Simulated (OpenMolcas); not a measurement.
**C2H6B (SMILES [CH2]BC): the vertical energy of the quartet above the doublet, rung by rung**

C2H6B: 9 atoms, total charge 0, spin state doublet. SMILES: `[CH2]BC`. Geometry: relaxed at PBE0-D4/def2-TZVP. This is one conformer, not always the lowest.

```xyz
9

C    -0.8401    0.7433   -1.0235
B     0.1918    0.5408    0.0891
C     0.5250   -0.8601    0.6918
H    -1.4066   -0.0784   -1.4578
H    -1.0745    1.7149   -1.4506
H     0.7691    1.5066    0.5130
H    -0.0365   -1.6953    0.2675
H     1.5961   -1.0692    0.5764
H     0.3642   -0.8492    1.7771
```

Quantity: the vertical energy of the quartet above the doublet, in eV. The values are calculated.

```
            level             kind     program  value (eV)  CPU time (all runs)
    UHF/6-311+G**     Hartree–Fock  OpenMolcas        6.87                 40 s
  UBLYP/6-311+G**              GGA  OpenMolcas        6.43              3.7 min
   UPBE/6-311+G**              GGA  OpenMolcas        6.26              3.9 min
 UM06-L/6-311+G**         meta-GGA  OpenMolcas        6.59              6.4 min
 UB3LYP/6-311+G**    global hybrid  OpenMolcas        6.67              3.3 min
 UBHLYP/6-311+G**    global hybrid  OpenMolcas        6.97              3.4 min
UM06-2X/6-311+G**  hybrid meta-GGA  OpenMolcas        6.90              4.3 min
  UPBE0/6-311+G**    global hybrid  OpenMolcas        6.54              3.2 min
```

The values span 6.26 to 6.97 eV. CPU times are rough (shared hosts, several kinds of processor): they show what a rung costs within a factor of a few.
